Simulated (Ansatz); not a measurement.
Relaxation of CH3SSi (6 atoms, charge -1, multiplicity 1), to a largest force component of 0.015 eV/Å in at most 40 steps.

Method: RKS PBE-D4/def2-SVP in Ansatz 0.2.0.

```xyz
6
Properties=species:S:1:pos:R:3
C -0.621 -0.007 -0.806
Si 0.434 0.033 0.603
S 0.438 1.156 2.296
H -1.476 0.646 -0.908
H -0.471 -0.688 -1.630
H 1.542 -0.946 0.553
```

**Question.** Where does it end, and by what steps?

**Answer.** It converged. Limits of this set-up: an anion without diffuse functions, the dipole of an ion depends on the origin. After 5 steps the energy has fallen by 0.061 eV; H6 moved furthest, 0.09 Å.

| step | energy less start (eV) | largest force component (eV/Å) | accepted |
| --- | --- | --- | --- |
| 0 | 0.0000 | 0.920 | yes |
| 1 | -0.0548 | 0.275 | yes |
| 2 | -0.0595 | 0.062 | yes |
| 3 | -0.0593 | 0.089 | no |
| 4 | -0.0607 | 0.018 | yes |
| 5 | -0.0608 | 0.009 | yes |

```xyz
6
Properties=species:S:1:pos:R:3
C -0.618 0.003 -0.782
Si 0.420 0.057 0.624
S 0.426 1.181 2.318
H -1.496 0.656 -0.922
H -0.415 -0.714 -1.598
H 1.528 -0.988 0.471
```

Whether the end is a true minimum wasn't checked by a vibrational analysis.

Run time: 43 s on 1 thread of Intel(R) Xeon(R) Processor @ 2.50GHz (Skylake/Cascade Lake) (shared host), peak memory 0.14 GiB.
